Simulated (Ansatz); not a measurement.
# CH₂NSi− (SMILES [NH-]C#[SiH]): functionals against CCSD(T) at one geometry

One table from this session's results is given with a row withheld; the runs are named, their logs left out.

Method: single points in def2-TZVPPD; program: Ansatz 0.2.0, Gaussian basis.

Cores are frozen in the correlated methods. B3LYP uses VWN-RPA correlation.

## The starting structure

SMILES `[NH-]C#[SiH]`, 5 atoms, charge -1, spin multiplicity 1.

Atoms are counted from 1 here; the program's logs count them from 0.

Bond lengths: N1–C2 1.168 Å, N1–H4 1.165 Å, C2–Si3 1.703 Å, Si3–H5 1.402 Å. Angles: C2–N1–H4 158.5°, N1–C2–Si3 169.1°, C2–Si3–H5 170.9°.

As a file:

```xyz
5
CH2NSi
N    -1.2141   -0.6899   -0.1724
C    -0.2771   -0.0122   -0.0067
Si    1.2151    0.7143    0.3753
H    -1.9720   -1.3720   -0.7355
H     2.3224    1.4899    0.7454
```

The first run:

Contents of run/in.yaml:

```yaml
crystal:
  periodic: [false, false, false]
  atoms:
    - {symbol: N, position_ang: [-1.214100, -0.689900, -0.172400]}
    - {symbol: C, position_ang: [-0.277100, -0.012200, -0.006700]}
    - {symbol: Si, position_ang: [1.215100, 0.714300, 0.375300]}
    - {symbol: H, position_ang: [-1.972000, -1.372000, -0.735500]}
    - {symbol: H, position_ang: [2.322400, 1.489900, 0.745400]}
basis:
  gaussian: {orbitals: "def2-TZVPPD.json"}
total_charge: -1
correlation: {method: ccsd_t}
output: {forces: true}
```

The basis file named in the input lies beside it (Basis Set Exchange, JSON).

The command line of these runs was not kept.

Among the steps run: CCSD(T)/def2-TZVPPD; PBE0-D4/def2-TZVPPD; wB97M-V/def2-TZVPPD; r2SCAN-D4/def2-TZVPPD; PBE-D4/def2-TZVPPD; B3LYP-D4/def2-TZVPPD; BLYP-D4/def2-TZVPPD.

One table of the session follows, with a row left open; its other results are not shown here.

```
   method  RMS force component (eV/Å)  angle to CCSD(T) forces (°)
  CCSD(T)                       3.774                    reference
  PBE0-D4                       3.504                          3.4
  wB97M-V                       3.591                          3.7
r2SCAN-D4                           ?                            ?
   PBE-D4                       3.583                          2.6
 B3LYP-D4                       3.483                          2.8
  BLYP-D4                       3.540                          3.5
```

Estimate the missing values for r2SCAN-D4.

As computed: RMS force component (eV/Å): 3.523; angle to CCSD(T) forces (°): 2.3. In the column «RMS force component (eV/Å)» it lies between PBE0-D4 (3.504) and BLYP-D4 (3.540).

To keep in mind: The anion's highest level is positive in at least one run, so there the basis alone may hold the extra electron.
